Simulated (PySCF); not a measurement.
# SiS under other conditions

How does SiS answer to another spin, charge, distance or environment?

The runs use PySCF 2.14.0; method and basis as typed in the scripts.

1 further run of the same task is left out (it didn't finish).

## (1) The system as given

SiS: 2 atoms, charge 0, spin multiplicity 1.

Bond lengths: Si1–S2 1.984 Å.

## (2) The base run

Contents of input.py:

```python
from pyscf import gto, dft

mol = gto.M(
    atom='Si 0 0 0; S 0 0 1.984',
    basis='crenbl',
    ecp={'Si': 'crenbl', 'S': 'crenbl'},
    charge=0,
    spin=0,
    verbose=3,
)
mf = dft.RKS(mol, xc='tpssh')
mf.kernel()
mf.stability(internal=True, external=True)
mf.dip_moment()
print('orbital energies (hartree):', mf.mo_energy[..., max(0, mol.nelec[1]-3):mol.nelec[0]+3].round(4))
```

Launch:

```
> OMP_NUM_THREADS=1 python input.py
```

The log of this run is left out.

Base result: E(SCF) = -14.027619 Eh, μ = 2.17 D, internal stable; real -> complex stable; RHF/RKS -> UHF/UKS stable.

The bond length is a typed value, not an optimised one.

## (3) PCM, ε = 4.71

Variant 1 changes solvent: none (gas phase) → PCM, ε = 4.71; step after the SCF: stability → analyze.

Contents of input.py:

```python
from pyscf import gto, dft, solvent

mol = gto.M(
    atom='Si 0 0 0; S 0 0 1.984',
    basis='crenbl',
    ecp={'Si': 'crenbl', 'S': 'crenbl'},
    charge=0,
    spin=0,
    verbose=3,
)
mf = dft.RKS(mol, xc='tpssh')
mf = solvent.PCM(mf)
mf.with_solvent.eps = 4.71
mf.kernel()
mf.mulliken_pop()
mf.dip_moment()
print('orbital energies (hartree):', mf.mo_energy[..., max(0, mol.nelec[1]-3):mol.nelec[0]+3].round(4))
```

Launch:

```
> OMP_NUM_THREADS=1 python input.py
```

## (4) Charge +1 (doublet, UKS)

Variant 2 changes charge: 0 → 1; spin (2S): 0 → 1; SCF type: RKS → UKS.

Contents of input.py:

```python
from pyscf import gto, dft

mol = gto.M(
    atom='Si 0 0 0; S 0 0 1.984',
    basis='crenbl',
    ecp={'Si': 'crenbl', 'S': 'crenbl'},
    charge=1,
    spin=1,
    verbose=3,
)
mf = dft.UKS(mol, xc='tpssh')
mf.kernel()
mf.stability(internal=True, external=True)
mf.dip_moment()
print('orbital energies (hartree):', [e[max(0, n-3):n+3].round(4) for e, n in zip(mf.mo_energy, mol.nelec)])
```

## (5) Bond 3.968 Å

Variant 3 changes bond length: 1.984 Å → 3.968 Å.

Edit input.py of step 2 so:

```diff
@@ -3,3 +3,3 @@
 mol = gto.M(
-    atom='Si 0 0 0; S 0 0 1.984',
+    atom='Si 0 0 0; S 0 0 3.968',
     basis='crenbl',
```

## (6) Bond 2.222 Å

Variant 4 changes bond length: 1.984 Å → 2.222 Å.

Edit input.py of step 2 so:

```diff
@@ -3,3 +3,3 @@
 mol = gto.M(
-    atom='Si 0 0 0; S 0 0 1.984',
+    atom='Si 0 0 0; S 0 0 2.222',
     basis='crenbl',
```

## (7) Quintet (UKS)

Variant 5 changes spin (2S): 0 → 4; SCF type: RKS → UKS.

Contents of input.py:

```python
from pyscf import gto, dft

mol = gto.M(
    atom='Si 0 0 0; S 0 0 1.984',
    basis='crenbl',
    ecp={'Si': 'crenbl', 'S': 'crenbl'},
    charge=0,
    spin=4,
    verbose=3,
)
mf = dft.UKS(mol, xc='tpssh')
mf.kernel()
mf.stability(internal=True, external=True)
mf.dip_moment()
print('orbital energies (hartree):', [e[max(0, n-3):n+3].round(4) for e, n in zip(mf.mo_energy, mol.nelec)])
```

What does the calculation give? Wanted: for each run, E(SCF); from base; SCF dipole; after the SCF.

As calculated:

```
                     run  E(SCF) (hartree)  from base (eV)  SCF dipole (D)                                  after the SCF
                    base        -14.027619               0            2.17                                         stable
           PCM, ε = 4.71        -14.030895         -0.0891            2.99                                            n/a
charge +1 (doublet, UKS)        -13.645441        +10.3996             n/a                   unstable: UHF/UKS -> GHF/GKS
            bond 3.968 Å        -13.805896         +6.0334            5.76  unstable: real -> complex, RHF/RKS -> UHF/UKS
            bond 2.222 Å        -14.018163         +0.2573            2.92                                         stable
           quintet (UKS)        -13.809924         +5.9238            0.19                   unstable: UHF/UKS -> GHF/GKS
```

**Reading.** The largest comparable shift of the SCF energy, +6.033 eV, comes with the run “bond 3.968 Å”. A continuum solvent with ε = 4.71 lowers the energy by 0.089 eV. At the SCF level, going to the doublet with one electron fewer costs 10.40 eV at fixed geometry. The quintet solution found lies 5.92 eV above the base singlet at this geometry and level.
